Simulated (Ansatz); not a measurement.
CO2: a line through the functionals

CO2 has 3 atoms, charge 0, and is taken as a singlet. As SMILES, `O=C=O`. The coordinates come from a PBE0-D4/def2-TZVP relaxation.

The electronic atomisation energy y, in eV, basis cc-pVTZ; a is the functional's share of exact exchange. Programs: Ansatz 0.2.0.

| functional | program | a | y (eV) |
| --- | --- | --- | --- |
| r2SCAN | Ansatz | 0 | 17.15 |
| revPBE | Ansatz | 0 | 17.29 |
| B3LYP | Ansatz | 0.2 | 16.82 |
| r2SCAN0 | Ansatz | 0.25 | ? |
| PBE0 | Ansatz | 0.25 | 16.98 |
| BHLYP | Ansatz | 0.5 | 15.47 |

Problem. Fit y = c + s·a to the known rows and predict r2SCAN0.

Solution. 
1. Means of the 5 rows: a = 0.1900, y = 16.742.
2. Σ(Δa)² = 0.172, Σ(Δa·Δy) = -0.5609, so the slope is -0.5609/0.172 = -3.261.
3. Intercept: 16.742 − (-3.261) × 0.1900 = 17.362. The largest residual of the fit is 0.43.
4. r2SCAN0: 17.362 + (-3.261) × 0.25 = 16.55 eV.

The run gave 16.26 eV, so the prediction is off by +0.29 eV, within the largest residual.
